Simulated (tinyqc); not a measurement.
Inside a calculation. Method: UKS/BLYP in the sto-6g basis, for CH2, spin multiplicity 3. One step of it, computed by the program tinyqc.

Question. Iteration 2: DIIS coefficients. Solve [B -1; -1 0][c; lambda] = [0; -1] for the coefficients, which sum to one.

B (overlaps of the stored error matrices):
```
,1,2
1,3.1452220e-01,-3.1886737e-02
2,-3.1886737e-02,2.7231114e-02
```

Give: DIIS coefficients.

Answer.

DIIS coefficients: 0.1458  0.8542
